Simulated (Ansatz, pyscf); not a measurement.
O=SiH–Cl → silicon monoxide (O=Si:) [singlet] + hydrogen chloride (HCl), a 1,1-elimination on the singlet surface: Cl–Si, H–Si broken, Cl–H formed. Single points on ωB97X-D3(BJ)/def2-SVP structures (PySCF, gas phase). Wave-function energies: Ansatz (a quantum-chemistry and plane-wave program), frozen core, RHF or UHF references. In kcal/mol, from the reactant's lowest minimum found.

```json
[
 {"level": "PBE0-D3(BJ)/def2-TZVP", "barrier": "59.37", "reaction energy": "+30.31"},
 {"level": "B3LYP-D3(BJ)/def2-TZVP", "barrier": "58.86", "reaction energy": "+26.96"},
 {"level": "CCSD(T)/cc-pV(D+d)Z", "barrier": "61.94", "reaction energy": "+17.35"},
 {"level": "CCSDT(Q)/cc-pV(D+d)Z", "barrier": "61.07", "reaction energy": "+17.20"},
 {"level": "CCSD(T)/cc-pV(T+d)Z", "barrier": "62.17", "reaction energy": "+22.89"},
 {"level": "CCSD(T)/cc-pV(Q+d)Z", "barrier": "62.92", "reaction energy": "+25.15"}
]
```

In cc-pV(D+d)Z, going from CCSD(T) to CCSDT(Q) shifts the barrier by -0.87 and the reaction energy by -0.16 kcal/mol. With HF in the quadruple-zeta basis and the correlation energy extrapolated as X⁻³ from X = 3, 4, CCSD(T) gives 63.22 and +26.61; adding the double-zeta shift gives ΔE‡ = 62.35 and ΔE = +26.46 kcal/mol, without core correlation, relativity or geometry relaxation at these levels. O=SiH–Cl lies 15.48 kcal/mol over its isomer HO–Si:–Cl [singlet] (electronic energy, ωB97M-D3(BJ)/def2-TZVP). This is the saddle that the search found; another between the same sides may lie lower.
